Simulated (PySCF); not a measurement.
Azetidine, C3H7N.
Cartesian coordinates in Å at the PBE0-D3(BJ)/def2-SVP level; atoms count from 1:
```xyz
11
C3H7N angstrom
C     -0.0655    1.0010    0.0266
C      1.0150   -0.0586    0.3020
N     -0.0475   -1.0547    0.4405
C     -0.9919   -0.1911   -0.2686
H     -0.3593    1.5477    0.9336
H      0.1180    1.7179   -0.7852
H      1.6537    0.0762    1.1922
H      1.6775   -0.2054   -0.5754
H      0.1262   -1.9750    0.0449
H     -2.0125   -0.1660    0.1509
H     -1.0727   -0.3866   -1.3572
```

Computed, not measured: core-valence-separated Tamm–Dancoff BHandHLYP/aug-pcX-1 (pcseg-1 on H) in PySCF, non-relativistic, gas phase, PBE0-D3(BJ)/def2-SVP geometry. Absolute energies from this functional tend to lie a few eV below measured edges; no shift was applied.

The lowest roots of each edge with f over 0.003 (five at most, numbered afresh; weaker and dark ones are left out), with transition dipoles (au) in the frame of the coordinates:

```
root  edge  E (eV)       f       μx       μy       μz
   1     C  285.62  0.0116  -0.0001  -0.0395   0.0097
   2     C  285.97  0.0220   0.0156  -0.0038  -0.0537
   3     C  286.14  0.0150   0.0444   0.0030   0.0124
   4     C  286.15  0.0230   0.0133   0.0196  -0.0521
   5     C  286.20  0.0135   0.0421   0.0027   0.0120
   6     N  399.37  0.0136   0.0062  -0.0340  -0.0141
   7     N  400.54  0.0166   0.0395   0.0027   0.0113
   8     N  400.70  0.0075   0.0019   0.0245  -0.0125
   9     N  401.76  0.0211   0.0444   0.0030   0.0126
  10     N  401.87  0.0193  -0.0049   0.0435   0.0068
```

Question: Molecules are fixed in this frame and the field points along z. What effective strengths 3 f cos²θ do the roots have (θ between field and μ)?

Answer: root 1 (C1): 0.002, root 2 (C1): 0.061, root 3 (C2/C4): 0.003, root 4 (C2/C4): 0.057, root 5 (C1): 0.003, root 6 (N3): 0.006, root 7 (N3): 0.004, root 8 (N3): 0.005, root 9 (N3): 0.005, root 10 (N3): 0.001. Averaged over all orientations cos²θ is 1/3, which gives f back. For degenerate partners only the sum has meaning, as the program may mix them freely.

